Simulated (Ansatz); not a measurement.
AsH⁻, doublet: reading a ladder of total energies

Geometry: that of the AsH⁻, quartet, kept fixed.

```xyz
2

As    0.0000    0.0000    0.0000
H     0.0000    0.0000    2.0518
```

Basis aug-cc-pVTZ; Ansatz 0.2.0. Only valence electrons are correlated (noble-gas cores and the filled d shells of p-block atoms frozen), which leaves 7 electrons in 68 orbitals. Prefix R: restricted or restricted open-shell reference; prefix U: unrestricted. No spin–orbit coupling is included, and no scalar relativity.

Full CI isn't at hand for all of this; UCCSDT(Q) serves as the reference, and is uncertain by the last step of the cluster series or more.

Unrestricted rows (U) aren't spin-pure: their determinants' ⟨S²⟩ exceeds S(S+1) by up to 0.11, so they mix in states of higher spin.

UCCSD has a T1 diagnostic of 0.042 and a largest doubles amplitude of 0.11.

Runs differ by some tens of microhartree through their thresholds and, for an open shell, their frozen cores, so steps under 0.03 kcal/mol mean nothing.

```csv
level,total energy (hartree)
UHF,-2234.766820
UMP2,-2234.896087
UCCSD,-2234.923031
UCCSD(T),-2234.930704
UCCSDT,-2234.931972
UCCSDT(Q),-2234.932425
```

Task: What is the correlation energy at UCCSDT(Q), and what share of it do UMP2 and UCCSDT recover?

Result: E(corr) = -2234.932425 − (-2234.766820) = -0.165605 hartree = -4.506 eV. UMP2: -0.129267 / -0.165605 = 78.06 %. UCCSDT: -0.165152 / -0.165605 = 99.73 %.

Task: By how many kcal/mol does UCCSD(T) miss UCCSDT(Q) (1 hartree = 627.509 kcal/mol), and which steps make up the rest?

Result: -2234.930704 − (-2234.932425) = 0.001721 hartree = 1.08 kcal/mol. Steps: UCCSDT − UCCSD(T) = -0.80, UCCSDT(Q) − UCCSDT = -0.28 kcal/mol. Differences between like states or geometries often cancel part of this.
